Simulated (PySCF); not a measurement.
C3H9N, charge -1, doublet, at the geometry of the source list (a state made from the parent by changing its charge; the spin is typed, not shown lowest) (in this run its highest filled SCF level lies above zero, so its values depend strongly on the basis, on diffuse functions most of all); PBE/STO-3G (PySCF).

Input for PySCF:
```python
from pyscf import gto, scf, dft

mol = gto.M(
    atom='''
C    -0.35760000    1.30020000    0.29480000
N    -0.13680000   -0.12320000    0.43870000
C     1.26680000   -0.45270000    0.30920000
C    -0.94200000   -0.87700000   -0.49870000
H    -0.06670000    1.67800000   -0.69890000
H     0.22140000    1.82880000    1.05040000
H    -1.41340000    1.51470000    0.45250000
H     1.67370000   -0.20010000   -0.68350000
H     1.39910000   -1.52030000    0.47740000
H     1.83160000    0.09110000    1.06470000
H    -0.69290000   -0.65480000   -1.54910000
H    -0.79050000   -1.94100000   -0.32350000
H    -1.99270000   -0.64360000   -0.33410000
''',
    basis='sto-3g',
    charge=-1,
    spin=1,
    verbose=4,
)

mf = dft.UKS(mol)
mf.xc = 'pbe'
mf.kernel()
```

The log (banner, timings and long lists left out):

```
PySCF version 2.14.0

[INPUT] verbose = 4
[INPUT] num. atoms = 13
[INPUT] num. electrons = 35
[INPUT] charge = -1
[INPUT] spin (= nelec alpha-beta = 2S) = 1
[INPUT] symmetry False subgroup None
[INPUT] Mole.unit = angstrom
[INPUT] Symbol           X                Y                Z      unit          X                Y                Z       unit  Magmom
[INPUT]  1 C     -0.357600000000   1.300200000000   0.294800000000 AA   -0.675766062144   2.457021907159   0.557091261522 Bohr   0.0
[INPUT]  2 N     -0.136800000000  -0.123200000000   0.438700000000 AA   -0.258514533841  -0.232814258546   0.829022850847 Bohr   0.0
[INPUT]  3 C      1.266800000000  -0.452700000000   0.309200000000 AA    2.393905054599  -0.855479016591   0.584303317716 Bohr   0.0
[INPUT]  4 C     -0.942000000000  -0.877000000000  -0.498700000000 AA   -1.780122009340  -1.657289811244  -0.942406418321 Bohr   0.0
[INPUT]  5 H     -0.066700000000   1.678000000000  -0.698900000000 AA   -0.126044732508   3.170960437020  -1.320729588459 Bohr   0.0
[INPUT]  6 H      0.221400000000   1.828800000000   1.050400000000 AA    0.418385363979   3.455931136605   1.984968321243 Bohr   0.0
[INPUT]  7 H     -1.413400000000   1.514700000000   0.452500000000 AA   -2.670938904460   2.862368160879   0.855101071366 Bohr   0.0
[INPUT]  8 H      1.673700000000  -0.200100000000  -0.683500000000 AA    3.162834614685  -0.378134197525  -1.291627806140 Bohr   0.0
[INPUT]  9 H      1.399100000000  -1.520300000000   0.477400000000 AA    2.643915820879  -2.872950627176   0.902155251867 Bohr   0.0
[INPUT] 10 H      1.831600000000   0.091100000000   1.064700000000 AA    3.461222369753   0.172154049948   2.011991404824 Bohr   0.0
[INPUT] 11 H     -0.692900000000  -0.654800000000  -1.549100000000 AA   -1.309391231711  -1.237392666365  -2.927374739564 Bohr   0.0
[INPUT] 12 H     -0.790500000000  -1.941000000000  -0.323500000000 AA   -1.493828501469  -3.667958407781  -0.611326401297 Bohr   0.0
[INPUT] 13 H     -1.992700000000  -0.643600000000  -0.334100000000 AA   -3.765657248421  -1.216227733770  -0.631357498217 Bohr   0.0

nuclear repulsion = 139.207885498508
number of shells = 21
number of NR pGTOs = 87
number of NR cGTOs = 29
basis = sto-3g
ecp = {}

******** <class 'pyscf.dft.uks.UKS'> ********
method = UKS
initial guess = minao
damping factor = 0
level_shift factor = 0
DIIS = <class 'pyscf.scf.diis.CDIIS'>
diis_start_cycle = 1
diis_space = 8
diis_damp = 0
SCF conv_tol = 1e-09
SCF conv_tol_grad = None
SCF max_cycles = 50
direct_scf = True
direct_scf_tol = 1e-13
number electrons alpha = 18  beta = 17
XC library pyscf.dft.libxc version 7.1.2
    S. Lehtola, C. Steigemann, M. J. T. Oliveira, and M. A. L. Marques,  SoftwareX 7, 1–5 (2018)
XC functionals = pbe
    J. P. Perdew, K. Burke, and M. Ernzerhof,  Phys. Rev. Lett. 77, 3865 (1996)
    J. P. Perdew, K. Burke, and M. Ernzerhof,  Phys. Rev. Lett. 78, 1396 (1997)
    J. P. Perdew, K. Burke, and M. Ernzerhof,  Phys. Rev. Lett. 77, 3865 (1996)
    J. P. Perdew, K. Burke, and M. Ernzerhof,  Phys. Rev. Lett. 78, 1396 (1997)
radial grids:
    Treutler-Ahlrichs [JCP 102, 346 (1995); DOI:10.1063/1.469408] (M4) radial grids

becke partition: Becke, JCP 88, 2547 (1988); DOI:10.1063/1.454033
pruning grids: <function nwchem_prune>
grids dens level: 3
symmetrized grids: False
atomic radii adjust function: <function treutler_atomic_radii_adjust>
small_rho_cutoff = 0
Set gradient conv threshold to 3.16228e-05
tot grids = 144528
init E= -172.230756356471

cycle= 1 E= -171.511613505068  delta_E= 0.719  |g|= 0.413  |ddm|= 3.81
cycle= 2 E= -171.322566838755  delta_E= 0.189  |g|= 0.659  |ddm|= 4.07
cycle= 3 E= -171.624974857553  delta_E= -0.302  |g|= 0.0794  |ddm|= 3.29
cycle= 4 E= -171.628520625252  delta_E= -0.00355  |g|= 0.0231  |ddm|= 0.287
cycle= 5 E= -171.628731055692  delta_E= -0.00021  |g|= 0.011  |ddm|= 0.138
cycle= 6 E= -171.628841081485  delta_E= -0.00011  |g|= 0.00222  |ddm|= 0.118
cycle= 7 E= -171.62884584183  delta_E= -4.76e-06  |g|= 0.000343  |ddm|= 0.0211
cycle= 8 E= -171.628845947198  delta_E= -1.05e-07  |g|= 0.00011  |ddm|= 0.00262
cycle= 9 E= -171.628845934699  delta_E= 1.25e-08  |g|= 0.00016  |ddm|= 0.00239
cycle= 10 E= -171.628845959114  delta_E= -2.44e-08  |g|= 6.33e-06  |ddm|= 0.00143
cycle= 11 E= -171.628845959154  delta_E= -4.03e-11  |g|= 2.7e-06  |ddm|= 6.81e-05
Extra cycle  E= -171.628845959075  delta_E= 7.91e-11  |g|= 9.53e-06  |ddm|= 0.000108
converged SCF energy = -171.628845959075  <S^2> = 0.75133666  2S+1 = 2.0013362
```
